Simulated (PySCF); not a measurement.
A GIAO shielding run with PySCF 2.14.0 with density-fitted response routines (density fitting, non-relativistic, gas phase) on SMILES CCC1CC1, C$_{5}$H$_{10}$:

```
$ OMP_NUM_THREADS=1 python probes_run.py task.json out

{"job": {"kind": "nmr", "xc": "PBE0", "basis": "pcSseg-2"}, "charge": 0, "multiplicity": 1}
C     -1.994760    -0.054095     0.118178
C     -0.715871     0.714820    -0.171741
C      0.441547    -0.185933    -0.503181
C      1.246421    -0.798440     0.601117
C      1.846864     0.268061    -0.267065
H     -2.820662     0.618111     0.361673
H     -2.296428    -0.653072    -0.745356
H     -1.855644    -0.737343     0.959895
H     -0.882546     1.415021    -0.998120
H     -0.447422     1.327082     0.696953
H      0.287985    -0.813716    -1.376795
H      1.603246    -1.814285     0.486711
H      0.982669    -0.529611     1.617797
H      2.611561    -0.020760    -0.977184
H      1.988357     1.250832     0.167513
```

Hardware: 1 thread of an Arm Neoverse V1, shared host. The job also computes population analyses, field gradients, ring-centre shieldings.

Problem. How large is the calculation?

Solution. 40 electrons, 320 basis functions and 810 auxiliary functions.

Problem. How long does it take, and how much memory does it need?

Solution. 41 s of wall time, with 12 SCF cycles and 4 response iterations; peak memory 1.3 GiB. Times on a shared host scatter by some tens of per cent.

Problem. And these other runs on the same molecule and hardware: GIAO shielding at B97-2/pcSseg-2; GIAO shielding at KT3/pcSseg-2; GIAO shielding at wB97X-D/pcSseg-2?

Solution. B97-2/pcSseg-2: 320 functions, 40 s; KT3/pcSseg-2: 320 functions, 61 s; wB97X-D/pcSseg-2: 320 functions, 51 s.
